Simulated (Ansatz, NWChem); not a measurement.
# Heat of formation of C4H8 (cyclobutane) from total energies

C4H8 has 12 atoms, charge 0, and is taken as a singlet. SMILES: `C1CCC1`. The shape is that of a PBE0-D4/def2-TZVP optimisation.

Total energies at M06-2X/6-31G* (spherical functions) (NWChem 7.3.0); the atoms run unrestricted:

```tsv
species	state	energy (Eh)
C4H8	singlet	-157.122241
C	triplet	-37.827566
H	doublet	-0.496666
```

Harmonic wavenumbers at PBE0-D4/def2-TZVP, in cm⁻¹: 203, 625, 755, 755, 896, 934, 934, 964, 966, 1043, 1173, 1174, 1253, 1253, 1256, 1257, 1290, 1290, 1473, 1473, 1480, 1516, 3068, 3068, 3068, 3073, 3108, 3121, 3121, 3138.

Measured heats of formation of the gaseous atoms at 298.15 K, in kJ/mol: C 716.9, H 218.0. Spin-orbit lowering of the atoms at 298 K (mean of the ground term's levels less their thermal mean, from spectra), in kJ/mol: C 0.02. Take 1 Eh = 2625.50 kJ/mol, 1 cm⁻¹ = 0.0119627 kJ/mol, RT = 2.479 kJ/mol.

Task: What heat of formation follows?

Result: 
1. Electronic atomisation energy: 4 × (-37.827566) + 8 × (-0.496666) − (-157.122241) = 1.838649 Eh = 4827.4 kJ/mol.
2. Zero-point energy: half the sum of the wavenumbers, 24364 cm⁻¹ = 291.5 kJ/mol.
3. Thermal vibrational enthalpy, Σ hcν̃/(exp(hcν̃/kT) − 1): 3.4 kJ/mol. Translation, rotation and pV of a non-linear molecule: 4 RT = 9.9 kJ/mol.
4. The 12 free atoms carry 5/2 RT each: 74.4 kJ/mol.
5. Spin-orbit coupling lowers the free atoms by 4 × 0.02 = 0.1 kJ/mol.
6. Atomisation enthalpy at 298 K: 4827.4 − 0.1 − 291.5 − 3.4 − 9.9 + 74.4 = 4596.9 kJ/mol.
7. Sum of the atoms' heats of formation: 4611.6 kJ/mol. Heat of formation: 4611.6 − 4596.9 = +14.7 kJ/mol.

The tabulated value is +27.7 kJ/mol (CRC Handbook of Chemistry and Physics), so this level is off by -13.0 kJ/mol, or 0.3 % of the atomisation enthalpy. Anharmonicity and any spin-orbit splitting of the molecule are left out.
